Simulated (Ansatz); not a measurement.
# How the width of the whole s-p valence band of rock-salt NaI moves with the method

No measured value is used here.

```csv
level (code),value (eV)
LDA (Ansatz),11.12
PBE (Ansatz),11.02
r²SCAN (Ansatz),11.34
B3LYP (VWN-RPA form) (Ansatz),11.85
Hartree–Fock (Ansatz),?
```

Question: What belongs in the gaps?

Answer: 
- Hartree–Fock (Ansatz, a program for electronic structure), value (eV): 14.85

Widths are read from band energies on the run's k points.  Values are at the measured cell. Cutoffs and k meshes differ between the levels. Ansatz's density-functional and Hartree–Fock values are scalar-relativistic unless marked +SOC, with PAW data made under PBE.
